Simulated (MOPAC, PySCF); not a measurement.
AlF₃, SMILES `[F][Al]([F])[F]`, neutral singlet in the gas phase. 

Cartesian coordinates (Å):
SMILES: [F][Al]([F])[F]
```xyz
4

F     -0.9049    -1.3546    -0.0002
Al     0.0000     0.0000     0.0000
F      1.6256    -0.1063    -0.0002
F     -0.7207     1.4609     0.0004
```
Charge 0, multiplicity 1.

All levels are single points at this geometry (PBE0-D3(BJ)/def2-TZVP); Pople sets use spherical d functions. Orbital energies aren't observables, and empty levels follow the basis.

HF/STO-3G in PySCF gives HOMO (eV) = -10.29.

Problem. Estimate the HOMO (eV) from each of these levels: B3LYP-D3(BJ)/def2-TZVP in PySCF; M06-2X/def2-TZVP in PySCF; B3LYP/3-21G in PySCF; B3LYP/6-311+G** in PySCF; B3LYP/6-31G* in PySCF; B3LYP/LANL2DZ in PySCF; BP86/6-31G* in PySCF; M06-2X/6-31G* in PySCF; SVWN5/6-31G* in PySCF; HF/3-21G in PySCF; PM3 in MOPAC; PM7 in MOPAC.

Solution. 
```json
[
 {"level": "B3LYP-D3(BJ)/def2-TZVP in PySCF", "HOMO (eV)": "-11.42"},
 {"level": "M06-2X/def2-TZVP in PySCF", "HOMO (eV)": "-13.95"},
 {"level": "B3LYP/3-21G in PySCF", "HOMO (eV)": "-10.13"},
 {"level": "B3LYP/6-311+G** in PySCF", "HOMO (eV)": "-11.58"},
 {"level": "B3LYP/6-31G* in PySCF", "HOMO (eV)": "-10.80"},
 {"level": "B3LYP/LANL2DZ in PySCF", "HOMO (eV)": "-11.49"},
 {"level": "BP86/6-31G* in PySCF", "HOMO (eV)": "-9.12"},
 {"level": "M06-2X/6-31G* in PySCF", "HOMO (eV)": "-13.36"},
 {"level": "SVWN5/6-31G* in PySCF", "HOMO (eV)": "-9.23"},
 {"level": "HF/3-21G in PySCF", "HOMO (eV)": "-16.34"},
 {"level": "PM3 in MOPAC", "HOMO (eV)": "-15.23"},
 {"level": "PM7 in MOPAC", "HOMO (eV)": "-14.59"}
]
```
